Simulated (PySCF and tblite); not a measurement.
Values are calculated unless marked as measured or tabulated.
C₅H₈, numbered as in [CH2:1]=[CH:2][CH2:3][CH:4]=[CH2:5].

Level: TPSS-D3(BJ)/def2-TZVP (IEF-PCM, chloroform)//PBE0-D3(BJ)/def2-SVP, thermal terms from GFN2-xTB, symmetry numbers and mirror pairs counted. Conformers within 3 kcal/mol (GFN2-xTB free energy) were kept, 4 at most. GIAO shieldings: PBE0/pcSseg-1 (IEF-PCM, chloroform). Shifts are against TMS (¹H), TMS (¹³C) at the same level; of two unlike H on one atom, a is the less shielded. (PySCF 2.14, tblite 0.8.)

Task: What shifts does this protocol give at 298.15 K under fast conformational exchange?

Result: ¹H: 6.12 (H2/H4, 2H), 5.44 (H1a/H5a, 2H), 5.41 (H1b/H5b, 2H), 2.87 (H3, 2H) ppm. ¹³C: 147.8 (C2/C4), 124.1 (C1/C5), 43.6 (C3) ppm.

Task: How do the conformers differ?

Result: Torsions listed: C1–C2–C3–C4, C2–C3–C4–C5. Of a mirror pair one member is shown.
```tsv
conformer	shape	weight %
1	117°, -12°	47.5
2	118°, 117°	32.7
3	121°, -121°	19.8
```

```json
{"signal": "H1a/H5a", "1": "5.42", "2": "5.48", "3": "5.41", "average": "5.44"}
{"signal": "H1b/H5b", "1": "5.48", "2": "5.36", "3": "5.30", "average": "5.41"}
{"signal": "H2/H4", "1": "6.23", "2": "5.92", "3": "6.16", "average": "6.12"}
{"signal": "H3", "1": "2.87", "2": "2.85", "3": "2.89", "average": "2.87"}
{"signal": "C1/C5", "1": "124.5", "2": "124.3", "3": "122.6", "average": "124.1"}
{"signal": "C2/C4", "1": "147.4", "2": "148.6", "3": "147.4", "average": "147.8"}
{"signal": "C3", "1": "41.4", "2": "45.3", "3": "45.9", "average": "43.6"}
```

Shifts are unscaled: against experiment ¹³C can be off by 15 ppm or more and ¹H by 0.8 ppm.
